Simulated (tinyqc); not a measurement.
A ladder of methods, and size consistency: correlation methods against full CI in the sto-3g basis, for BH3, spin multiplicity 1. Computed by the program tinyqc with PySCF. 

Geometry (angstrom):
```
atom,x,y,z
B,0.0000,0.0000,0.0220
H,1.3220,0.0000,0.0000
H,-0.6610,1.1450,0.0000
H,-0.6610,-1.1450,0.0000
```

RHF energy of one = -26.028655 hartree

All electrons correlated; +Q is the Davidson correction (1 - c0^2) E_corr. The last columns treat two copies 100 angstrom apart as one system. FCI is the lowest singlet.

Correlation energies (hartree):
```
method,E_corr of one,share of FCI (%),E_corr of two at 100 angstrom,two minus twice one (mhartree)
MP2,-0.04465,66.641,-0.08929,0.000
CISD,-0.06461,96.435,-0.12411,5.103
CISD+Q,-0.06737,100.562,-0.13354,1.199
CCSD,-0.06638,99.081,-0.13276,0.000
CCSD(T),-0.06675,99.641,-0.13351,0.000
FCI,-0.06700,100.000,-,-
```

MP2 recovers 67 %, CISD 96.4 % and CCSD 99.1 % of the FCI value (c0^2 = 0.957 in CISD). MP2 and coupled cluster are size consistent, so their last column vanishes; CISD loses 5.10 mhartree, since a double excitation on each copy is a quadruple of the pair, and the Davidson correction leaves +1.20.
